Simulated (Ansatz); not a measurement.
System: Bi2S3 (Pnma, No. 62). Method: LDA (Ansatz, a quantum-chemistry and plane-wave program, plane waves, PAW).

Run with plane-wave cutoff 500 eV, 4×10×4 k mesh (along the axes of the cell as run), gaussian smearing 0.02 eV, scalar-relativistic PAW data made under PBE.

Cell (relaxed at this level):

```cif
data_Bi8S12
_chemical_formula_sum 'Bi8 S12'
_space_group_name_H-M_alt 'P 1'
_space_group_IT_number 1
_cell_length_a 11.00735
_cell_length_b 3.93929
_cell_length_c 10.83778
_cell_angle_alpha 90.000
_cell_angle_beta 90.000
_cell_angle_gamma 90.000
loop_
_space_group_symop_operation_xyz
  'x, y, z'
loop_
_atom_site_label
_atom_site_type_symbol
_atom_site_fract_x
_atom_site_fract_y
_atom_site_fract_z
_atom_site_occupancy
Bi1 Bi 0.00469 0.25000 0.32428 1
Bi2 Bi 0.99531 0.75000 0.67572 1
Bi3 Bi 0.49531 0.75000 0.82428 1
Bi4 Bi 0.50469 0.25000 0.17572 1
Bi5 Bi 0.16799 0.75000 0.03000 1
Bi6 Bi 0.83201 0.25000 0.97000 1
Bi7 Bi 0.33201 0.25000 0.53000 1
Bi8 Bi 0.66799 0.75000 0.47000 1
S1 S 0.44998 0.75000 0.37063 1
S2 S 0.55002 0.25000 0.62937 1
S3 S 0.05002 0.25000 0.87063 1
S4 S 0.94998 0.75000 0.12937 1
S5 S 0.12315 0.75000 0.44259 1
S6 S 0.87685 0.25000 0.55741 1
S7 S 0.37685 0.25000 0.94259 1
S8 S 0.62315 0.75000 0.05741 1
S9 S 0.71901 0.25000 0.30453 1
S10 S 0.28099 0.75000 0.69547 1
S11 S 0.78099 0.75000 0.80453 1
S12 S 0.21901 0.25000 0.19547 1
```

Q: What does this level give for the band gap?

A: 
- band gap: 1.09 eV (on the SCF k mesh)

Measured, for comparison: band gap 1.3 eV (temperature not stated, no zero-point or thermal correction; as tabulated in Wikipedia's data pages).

Note: the relaxation could not lower the start's symmetry, so the cell can be a saddle point above a distorted one; the volume lies 7 % below that of the published cell.

Spin–orbit coupling is not included; with these elements it can move the gap by several tenths of an eV or more.

Computing time: around 27 core-minutes (rough).
